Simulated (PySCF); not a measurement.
`Cl[SiH]Cl` [radical] (doublet state). Method used: PySCF 2.14.0, PBE0-D3(BJ)/def2-SVP geometry optimisation, gas phase.

```
atom  x, y, z in Å
Cl1   -1.6788   -0.8597   -0.1358
Si2    0.0014    0.1850    0.4541
Cl3    1.7068   -0.8259   -0.1219
H4    -0.0090    1.5102   -0.2421
```

**Question.** What is the longest distance between nuclei?

**Answer.** Cl1···Cl3, 3.39 Å; the next longest distance is 2.90 Å.

**Question.** Work out the bond lengths Cl1–Si2, Si2–Cl3, Si2–H4 in bohr.

**Answer.** For Cl1–Si2 the difference vector is (1.6802, 1.0447, 0.5899) Å, of length 2.0646 Å. 1 bohr = 0.529177 Å. Cl1–Si2 3.901; Si2–Cl3 3.901; Si2–H4 2.829 bohr.

**Question.** What is the repulsion energy of the bare nuclei, Σ ZA·ZB/RAB?

**Answer.** 178.33 Eh over 6 pairs, with full nuclear charges and distances in bohr; the largest single term is 61.01 Eh (Si2 with Cl3, or a pair equal to it).

**Question.** Where is the centre of mass (commonest isotopes), and what is the radius of gyration?

**Answer.** Mass 98.922 u; centre at (0.010, -0.528, 0.035) Å; Rg = √(Σ m r²/M) = 1.534 Å. As Ia + Ib + Ic = 2 Σ m r², the three principal moments sum to 465.3 u·Å².

**Question.** What are the angles Cl3–Si2–H4, Cl1–Si2–H4, Cl1–Si2–Cl3?

**Answer.** From the scalar product of the two bond vectors; for Cl3–Si2–H4 it is -0.9564 Å² over 2.0645 × 1.4970 Å², cos θ = -0.3095. Cl3–Si2–H4 108.0°; Cl1–Si2–H4 108.0°; Cl1–Si2–Cl3 110.2°.

No frequency check. ⟨S²⟩ = 0.752 (exact for a doublet: 0.75).
